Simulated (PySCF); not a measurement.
# Accurate constants of HCl, step by step

One table from this session's results is given with a row withheld; the runs are named, their logs left out.

Method: CCSD(T) on RHF, no relativity in the base curves; scalar relativity is added as a correction; program: PySCF 2.14.0.

2 further runs of the same task are left out: 2 set aside as unsound or not needed.

The first run:

```yaml
molecule: HCl
state: singlet, unpaired electrons none
smaller_basis: H aug-cc-pVTZ, Cl aug-cc-pV(T+d)Z
larger_basis: H aug-cc-pVQZ, Cl aug-cc-pV(Q+d)Z
frozen_core_orbitals: 5
extrapolation: correlation as n⁻³ (n = 3, 4), Hartree–Fock as (n+1)·exp(−9√n)
corrections: core–valence correlation, scalar relativity
distances_Å: 1.1310, 1.1824, 1.2338, 1.2852, 1.3367, 1.4009, 1.4652
masses_u: 1.0078, 34.9689
dissociation_limit: H + Cl
```

Launch:

```console
$ OMP_NUM_THREADS=4 python comp.py task.json out
```

Among the steps run: Coupled cluster at each distance.

One table of the session follows, with a row left open; its other results are not shown here.

It belongs to the step «Coupled cluster at each distance». Parts of the energy along the bond, in eV from H + Cl:

| R (Å) | HF/CBS | CCSD corr. | (T) | core–valence | relativity |
| --- | --- | --- | --- | --- | --- |
| 1.1310 | -2.939 | -1.212 | -0.0588 | -0.0179 | 0.0086 |
| 1.1824 | -3.206 | -1.224 | -0.0622 | -0.0146 | 0.0096 |
| 1.2338 | ? | ? | ? | ? | ? |
| 1.2852 | -3.337 | -1.255 | -0.0698 | -0.0095 | 0.0103 |
| 1.3367 | -3.262 | -1.275 | -0.0741 | -0.0075 | 0.0103 |
| 1.4009 | -3.082 | -1.302 | -0.0798 | -0.0055 | 0.0100 |
| 1.4652 | -2.832 | -1.333 | -0.0860 | -0.0040 | 0.0094 |

**Question.** Estimate the row for R (Å) = 1.2338.

Worked estimate for «HF/CBS». A straight line through the neighbours (1.1824, -3.206) and (1.2852, -3.337) gives -3.206 + (-3.337 + 3.206) × (1.2338 − 1.1824) / (1.2852 − 1.1824) = -3.272; a parabola fitted to 4 rows on both sides gives -3.328.

As computed: HF/CBS: -3.327; CCSD corr.: -1.238; (T): -0.0659; core–valence: -0.0118; relativity: 0.0101. In «HF/CBS» the line misses by +0.055 and the parabola by -0.001.
